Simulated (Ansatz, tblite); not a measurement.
# The cluster CrO2−: a ladder of methods and basis sets

One table from this session's results is given with a row withheld; the runs are named, their logs left out.

The runs use Ansatz 0.2.0, Gaussian basis; as each input shows.

Plan: GFN1-xTB, GFN2-xTB, PBE-D4/def2-TZVPD, r2SCAN-D4/def2-TZVPD, B3LYP-D4/def2-TZVPD, B2PLYP/def2-TZVPD, CAM-B3LYP-D4/def2-TZVPD, r2SCAN0-D4/def2-TZVPD, r2SCANh-D4/def2-TZVPD, PBE-D4/def2-SVPD, PBE0-D4/def2-SVPD, HF/STO-3G, CCSD(T)/def2-TZVPPD, MP2/def2-TZVPD, RPA/def2-TZVPD.

1 further run of the same task is left out (for a known fault of the program).

### The relaxed structure

The doublet was relaxed beforehand with PBE0-D4/def2-TZVPD. At that level it is the lowest of the isomers that a small search found.

3 atoms, charge -1, spin multiplicity 2.

Bond lengths: Cr1–O2 1.624 Å, Cr1–O3 1.624 Å. Angles: O2–Cr1–O3 136.6°.

No spin-orbit coupling is included. The ion is computed in the gas phase, without counter-ions or solvent.

PBE0-D4/def2-TZVPD was run before; its log isn't repeated, and its numbers join the tables.

Set-up of the first run:

Tight binding, by tblite at 300 K electronic temperature and without a spin-polarisation term:

```python
tblite.interface.Calculator('GFN1-xTB', numbers, positions, charge=-1, uhf=1).singlepoint()
```

Tight binding, by tblite at 300 K electronic temperature and without a spin-polarisation term:

```python
tblite.interface.Calculator('GFN2-xTB', numbers, positions, charge=-1, uhf=1).singlepoint()
```

start.molden holds the orbitals of an earlier run on this state, given as this run's starting guess.

Contents of in.yaml:

```yaml
crystal:
  periodic: [false, false, false]
  atoms:
    - {symbol: Cr, position_ang: [-0.384130, -0.002737, 0.113655]}
    - {symbol: O, position_ang: [0.211818, -1.507042, -0.026359]}
    - {symbol: O, position_ang: [0.172322, 1.509768, -0.087296]}
basis:
  gaussian: {orbitals: def2-TZVPD, initial_orbitals: start.molden}
total_charge: -1
magnetization: {spin_polarized: true, initial_magnetization: 1}
hamiltonian: {xc: pbe, dispersion: d4}
scf: {omitted_lower_state_checks: [starts]}
output: {orbitals: {seedname: orbitals}}
```

On the command line:

```console
$ ansatz run in.yaml --threads 2 --pin off --events-out ev --progress --plain --max-ram 4352MiB
```

Steps of the session up to this table: PBE-D4/def2-TZVPD; r2SCAN-D4/def2-TZVPD; B3LYP-D4/def2-TZVPD; B2PLYP/def2-TZVPD; CAM-B3LYP-D4/def2-TZVPD; r2SCAN0-D4/def2-TZVPD; r2SCANh-D4/def2-TZVPD; PBE-D4/def2-SVPD; PBE0-D4/def2-SVPD; HF/STO-3G; CCSD(T)/def2-TZVPPD; MP2/def2-TZVPD; RPA/def2-TZVPD.

One of the session's tables, all rows but one given; the rest of the session is left out.

```
                  level  LUMO (eV)  gap (eV)
              HF/STO-3G      16.44     13.12
       PBE-D4/def2-SVPD       1.80      1.00
      PBE-D4/def2-TZVPD       1.74      1.01
   r2SCAN-D4/def2-TZVPD       2.01      1.53
  r2SCANh-D4/def2-TZVPD       2.30      2.21
    B3LYP-D4/def2-TZVPD       2.21      2.31
      PBE0-D4/def2-SVPD          ?         ?
     PBE0-D4/def2-TZVPD       2.64      2.94
  r2SCAN0-D4/def2-TZVPD       2.65      3.19
CAM-B3LYP-D4/def2-TZVPD       3.15      4.72
```

Q: Estimate the row for PBE0-D4/def2-SVPD from the others.

**Answer.** LUMO (eV): 2.68; gap (eV): 2.95. In the column «LUMO (eV)» it lies between r2SCAN0-D4/def2-TZVPD (2.65) and CAM-B3LYP-D4/def2-TZVPD (3.15).

To keep in mind: Doubts: state flagged by the program, large T1 diagnostic, spin contamination. Notes on CCSD(T)/def2-TZVPPD: large T1 diagnostic, spin contamination, state flagged by the program.
